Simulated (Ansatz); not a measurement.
# CH₅ (doublet): wave-function methods side by side at distance H1–H2 along a hydrogen transfer = 0.814 Å, cc-pVDZ

Aim: climb from Hartree-Fock through coupled cluster and multireference methods for CH₅ (doublet) at one geometry and basis, and see what each rung misses.

Computed with Ansatz 0.2.0, Gaussian basis. Level: cc-pVDZ, core rule «outside noble gas», up to 1 orbitals frozen.

The runs, in order: UHF; CCSD(T) on ROHF; CCSD(T) on UHF; BCCD(T) on ROHF; CISD; CCSDT(Q) on ROHF; CCSDT(Q) on UHF; CASSCF and MRCISD+Q, 3 electrons in 3 orbitals; CASSCF and NEVPT2, 3 electrons in 3 orbitals; CASSCF and MRCISD+Q, 9 electrons in 9 orbitals; CASSCF and NEVPT4(SD), 9 electrons in 9 orbitals; CASSCF and NEVPT2, 9 electrons in 9 orbitals.

6 further runs of the same task are left out: 5 that didn't finish, 1 set aside as unsound or not needed.

### 1 The geometry

The geometry derives from fragments relaxed apart (PBE0/def2-TZVP) and kept rigid, so it is no stationary point. A hydrogen atom is moved between rigid fragments.

6 atoms, charge 0, spin multiplicity 2.

Atoms are counted from 1 here; the program's logs count them from 0.

Bond lengths: H1–H2 0.814 Å, C3–H4 1.080 Å, C3–H5 1.080 Å, C3–H6 1.080 Å. Angles: H4–C3–H5 120.0°, H4–C3–H6 120.0°, H5–C3–H6 120.0°.

### 2 UHF

Input file in.yaml:

```yaml
crystal:
  periodic: [false, false, false]
  atoms:
    - {symbol: H, position_ang: [-2.092943, 0.000000, 0.000000]}
    - {symbol: H, position_ang: [-1.278943, 0.000000, 0.000000]}
    - {symbol: C, position_ang: [0.226057, 0.000000, 0.000000]}
    - {symbol: H, position_ang: [0.226057, -1.080023, 0.000000]}
    - {symbol: H, position_ang: [0.226057, 0.540011, 0.935327]}
    - {symbol: H, position_ang: [0.226057, 0.540012, -0.935327]}
basis:
  gaussian: {orbitals: cc-pVDZ}
magnetization: {spin_polarized: true, initial_magnetization: 1}
hamiltonian: {xc: hf}
output: {orbitals: {seedname: orbitals}}
```

The run is started by

```sh
$ ansatz run in.yaml --threads 1 --pin off --events-out ev --progress --plain --max-ram 2393MiB
```

After this run come: CCSD(T) on ROHF; CCSD(T) on UHF; BCCD(T) on ROHF; CISD; CCSDT(Q) on ROHF; CCSDT(Q) on UHF; CASSCF and MRCISD+Q, 3 electrons in 3 orbitals; CASSCF and NEVPT2, 3 electrons in 3 orbitals; CASSCF and MRCISD+Q, 9 electrons in 9 orbitals; CASSCF and NEVPT4(SD), 9 electrons in 9 orbitals; CASSCF and NEVPT2, 9 electrons in 9 orbitals.

**Question.** What will the summary of the whole plan be? Wanted: UCCSDT(Q) below the RHF energy; RMP2 from UCCSDT(Q); UMP2 from UCCSDT(Q); RCCSD from UCCSDT(Q); RCCSD(T) from UCCSDT(Q); UCCSD(T) from UCCSDT(Q); RCCSDT(Q) from UCCSDT(Q); NEVPT2 pair from UCCSDT(Q); MRCISD+Q pair from UCCSDT(Q).

**Answer**, as computed:

| quantity | value |
| --- | --- |
| UCCSDT(Q) below the RHF energy | -5.6058 eV |
| RMP2 from UCCSDT(Q) | +956.4 meV |
| UMP2 from UCCSDT(Q) | +957.2 meV |
| RCCSD from UCCSDT(Q) | +124.4 meV |
| RCCSD(T) from UCCSDT(Q) | +19.5 meV |
| UCCSD(T) from UCCSDT(Q) | +19.9 meV |
| RCCSDT(Q) from UCCSDT(Q) | +0.5 meV |
| NEVPT2 pair from UCCSDT(Q) | +869.0 meV |
| MRCISD+Q pair from UCCSDT(Q) | +23.3 meV |
| NEVPT2 valence from UCCSDT(Q) | +796.1 meV |
| levels within 1 kcal/mol (43 meV) | RCCSD(T), UCCSD(T), BCCD(T), RCCSDT, UCCSDT, RCCSDT(Q), MRCISD+Q pair, MRCISD+Q valence |
| T1 diagnostic | 0.023 |
| effectively unpaired electrons | 1.02 |

**Reading.** RCCSD(T) lands +19.5 meV from the yardstick (0.3 % of the correlation energy). One determinant dominates. Of the multireference levels listed MRCISD+Q valence comes nearest in total energy (+6.9 meV), which doesn't show that its space is the better one. These misses are within one basis, not against nature; the frozen cores of restricted and unrestricted runs differ, which can shift their rows.
